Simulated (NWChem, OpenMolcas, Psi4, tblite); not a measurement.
## C2HClF2 (SMILES FC(F)=CCl): methods side by side

C2HClF2 has 6 atoms, charge 0, and is taken as a singlet. As SMILES, `FC(F)=CCl`. Geometry: relaxed at PBE0-D4/def2-TZVP.

Quantity: the HOMO–LUMO gap, in eV. The values are calculated.

| level | kind | program | value (eV) | CPU time |
| --- | --- | --- | --- | --- |
| GFN2-xTB | semi-empirical | tblite | 4.58 | under 2 s |
| HF/6-31G* (spherical functions) | Hartree–Fock | Psi4 | 14.97 | 6.1 s |
| SVWN5/6-31G* (spherical functions) | LDA | OpenMolcas | 5.37 | 17 s |
| PBE/6-31G* (spherical functions) | GGA | OpenMolcas | 5.45 | 21 s |
| M06-L/6-31G* (spherical functions) | meta-GGA | OpenMolcas | 5.93 | 29 s |
| B3LYP/6-31G* (spherical functions) | global hybrid | OpenMolcas | 7.30 | 23 s |
| B3LYP/6-31G* (Cartesian functions) | global hybrid | NWChem | 7.30 | 28 s |
| B2PLYP/6-31G* (spherical functions) | double hybrid | OpenMolcas | 10.45 | 17 s |

The values span 4.58 to 14.97 eV. Orbital gaps aren't excitation energies, and those of double hybrids come from the SCF part alone; they tend to grow with the share of exact exchange. CPU times are rough (shared hosts, several kinds of processor): they show what a rung costs within a factor of a few.
